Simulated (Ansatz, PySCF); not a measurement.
Species: AlF2, charge 0, multiplicity 2. It need not be the lowest isomer of its formula. 
Geometry from a B3LYP-D3(BJ)/def2-TZVP (Ansatz, a quantum-chemistry and plane-wave program) optimisation:
```xyz
3

Al    -0.0022     0.4808     0.0049
F      1.4323    -0.3405    -0.0081
F     -1.4291    -0.3540     0.0011
```
Charge 0, spin multiplicity 2.

Property: atomisation energy (electronic, to ground-state atoms), in eV. Cores are frozen in the correlated levels unless marked. UHF or UKS for open shells. Spin-orbit coupling is left out. Non-relativistic unless marked X2C. The coupled-cluster limit lacks core correlation, which all-electron functionals hold. Basis-set limits of correlation are two-point, X^-3; Hartree-Fock from the larger set.

```tsv
level	program	atomisation energy (eV)
HF/6-31G	Ansatz	6.82
HF/6-31G*	Ansatz	8.52
revPBE/def2-TZVPD	Ansatz	11.33
TPSS-D4/def2-TZVPD	PySCF + dftd4	11.61
```

### Question
What does CCSD(T)/CBS(cc-pV(T+d)Z,cc-pV(Q+d)Z) (Ansatz) give?

### Answer
11.81 eV
